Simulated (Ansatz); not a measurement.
`C/C(F)=C/CF` and `F/C=C\CF` differ in one atom or group.

Ansatz, PBE0-D4/def2-TZVP geometries, multiplicity 1. Each molecule was computed in one conformer, which needn't be the lowest.

| property | `C/C(F)=C/CF` |
| --- | --- |
| HOMO energy (PBE0/def2-TZVPP) / eV | -7.50 |
| LUMO energy (ωB97M-V/def2-TZVPP) / eV | 2.20 |
| size of the dipole moment (ωB97M-V/def2-TZVPP) / D | 2.50 |
| LUMO energy (PBE/def2-TZVPP) / eV | -0.96 |
| HOMO–LUMO gap (PBE/def2-TZVPP) / eV | 5.32 |
| LUMO energy (PBE0/def2-TZVPP) / eV | 0.07 |

(1) Give the same properties after the change, and the shifts. (Best estimate.)

Results:

(1) Ansatz gave: 
```json
{"property": "HOMO energy (PBE0/def2-TZVPP) / eV", "`F/C=C\\CF`": "-7.88", "shift": "-0.38"}
{"property": "LUMO energy (ωB97M-V/def2-TZVPP) / eV", "`F/C=C\\CF`": "2.03", "shift": "-0.17"}
{"property": "size of the dipole moment (ωB97M-V/def2-TZVPP) / D", "`F/C=C\\CF`": "1.89", "shift": "-0.61"}
{"property": "LUMO energy (PBE/def2-TZVPP) / eV", "`F/C=C\\CF`": "-1.17", "shift": "-0.21"}
{"property": "HOMO–LUMO gap (PBE/def2-TZVPP) / eV", "`F/C=C\\CF`": "5.44", "shift": "0.12"}
{"property": "LUMO energy (PBE0/def2-TZVPP) / eV", "`F/C=C\\CF`": "-0.13", "shift": "-0.20"}
```

With PBE0 the HOMO falls by 0.38 eV and the LUMO falls by 0.20 eV, so the gap widens by about 0.18 eV. PBE moves the HOMO by -0.34 eV and ωB97M-V by -0.41 eV. The zero-point energy changes by -73.0 kJ/mol with -9 modes. Dipoles are sizes alone; their direction can turn.
